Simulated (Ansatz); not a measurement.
This geometry of C₂H₅FN (9 atoms, charge 1, multiplicity 1) is a first-order saddle point.

Level of theory: RKS B3LYP-D4/def2-SVP in Ansatz.

```xyz
9
Properties=species:S:1:pos:R:3
N -0.057 1.327 -0.686
C 0.509 0.124 -0.392
C -0.049 -0.867 0.503
F -1.218 -0.513 1.053
H -0.257 1.827 0.205
H -1.033 1.165 -1.013
H 1.476 -0.131 -0.869
H 0.740 -1.099 1.268
H -0.112 -1.832 -0.069
```

(1) Which two structures does it join? (They come from a converged band through this point; their orientation in space is the band's.)

(2) How far does it lie above each of them?

Results:

(1) No bond is made or broken. The dihedral H5–N1–C2–C3 goes from 0 to -180°. The two ends are copies of one structure, up to a mirror image or an exchange of like atoms.

Initial state:

```xyz
9
Properties=species:S:1:pos:R:3
N -0.255 1.177 -0.540
C 0.397 0.078 -0.436
C 0.026 -0.924 0.592
F -1.033 -0.473 1.314
H -1.040 1.358 0.098
H -0.026 1.891 -1.237
H 1.236 -0.116 -1.118
H 0.906 -1.109 1.242
H -0.212 -1.882 0.085
```

Final state:

```xyz
9
Properties=species:S:1:pos:R:3
N -0.255 1.177 -0.540
C 0.398 0.078 -0.437
C 0.026 -0.924 0.592
F -1.033 -0.472 1.314
H -0.027 1.891 -1.237
H -1.040 1.357 0.099
H 1.236 -0.116 -1.118
H 0.906 -1.109 1.242
H -0.212 -1.882 0.086
```

(2) 61.9 kcal/mol above the first and 61.9 kcal/mol above the second. This is the barrier of this one path; another mechanism may lie lower. Limits of this set-up: the dipole of an ion depends on the origin.

Time of the run: 3.5 min on 1 thread of Intel(R) Xeon(R) Platinum 8375C CPU @ 2.90GHz (Ice Lake) (shared host), peak memory 0.25 GiB.
